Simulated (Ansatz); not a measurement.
**AlSiH3 (triplet): the correlation ladder at distance Al1–H4 along a hydrogen transfer = 1.827 Å, cc-pVDZ**

One table from this session's results is given with a row withheld; the runs are named, their logs left out.

Method: cc-pVDZ, core rule «outside noble gas», up to 10 orbitals frozen; program: Ansatz 0.2.0, Gaussian basis.

The runs, in order: UHF; CCSD(T) on ROHF; CCSD(T) on UHF; BCCD(T) on ROHF; CISD; CCSDT(Q) on ROHF; CCSDT(Q) on UHF; CASSCF and MRCISD+Q, 4 electrons in 4 orbitals; CASSCF and NEVPT2, 4 electrons in 4 orbitals.

16 further runs of the same task are left out: 7 for a known fault of the program, 2 for a mislabelled method, 6 that didn't finish, 1 set aside as unsound or not needed.

## The geometry

The geometry derives from fragments relaxed apart (PBE0/def2-TZVP) and kept rigid, so it is no stationary point. A hydrogen atom is moved between rigid fragments.

5 atoms, charge 0, spin multiplicity 3.

Atoms are counted from 1 here; the program's logs count them from 0.

Bond lengths: Al1–H2 1.586 Å, Al1–H3 1.586 Å, Al1–H4 1.827 Å. Angles: H2–Al1–H3 120.0°, H2–Al1–H4 120.0°, H3–Al1–H4 120.0°.

Set-up of the first run:

Contents of in.yaml:

```yaml
crystal:
  periodic: [false, false, false]
  atoms:
    - {symbol: Al, position_ang: [-1.875234, 0.000000, 0.000000]}
    - {symbol: H, position_ang: [-2.668158, 1.373384, 0.000000]}
    - {symbol: H, position_ang: [-2.668158, -1.373384, 0.000000]}
    - {symbol: H, position_ang: [-0.048234, 0.000000, 0.000000]}
    - {symbol: Si, position_ang: [1.994766, 0.000000, 0.000000]}
basis:
  gaussian: {orbitals: cc-pVDZ}
magnetization: {spin_polarized: true, initial_magnetization: 2}
hamiltonian: {xc: hf}
output: {orbitals: {seedname: orbitals}}
```

The run is started by

```bash
$ ansatz run in.yaml --threads 1 --pin off --events-out ev --progress --plain --max-ram 2393MiB
```

Among the steps run: UHF; CCSD(T) on ROHF; CCSD(T) on UHF; BCCD(T) on ROHF; CISD; CCSDT(Q) on ROHF; CCSDT(Q) on UHF; CASSCF and MRCISD+Q, 4 electrons in 4 orbitals; CASSCF and NEVPT2, 4 electrons in 4 orbitals.

One table of the session follows, with a row left open; its other results are not shown here.

| method | from UCCSDT(Q) (meV) |
| --- | --- |
| ROHF | +4873.1 |
| UHF | +4753.0 |
| RMP2 | +1265.4 |
| UMP2 | ? |
| CISD | +486.4 |
| RCCSD | +124.9 |
| UCCSD | +122.1 |
| RCCSD(T) | +33.3 |
| UCCSD(T) | +32.9 |
| BCCD(T) | +32.8 |
| RCCSDT | +4.1 |
| UCCSDT | +3.9 |
| RCCSDT(Q) | +0.2 |
| UCCSDT(Q) | 0 |
| CASSCF pair | +4462.7 |
| MRCISD pair | +422.3 |
| MRCISD+Q pair | -20.2 |

Q: Estimate the row for UMP2 from the others.

The run gave: from UCCSDT(Q) (meV): +1269.5. In the column «from UCCSDT(Q) (meV)» it lies between RMP2 (+1265.4) and CASSCF pair (+4462.7).

Not comparable, so not listed: CASSCF and NEVPT2, 4 electrons in 4 orbitals (they don't share determinant, frozen orbitals or solution with the rows shown, or repeat one).

Caveats from the session: Restricted and unrestricted rows rest on different reference determinants; where their highest levels disagree by more than a few hundredths of an eV, they describe different states and don't form one ladder. Warnings in the runs' records: passed over end.
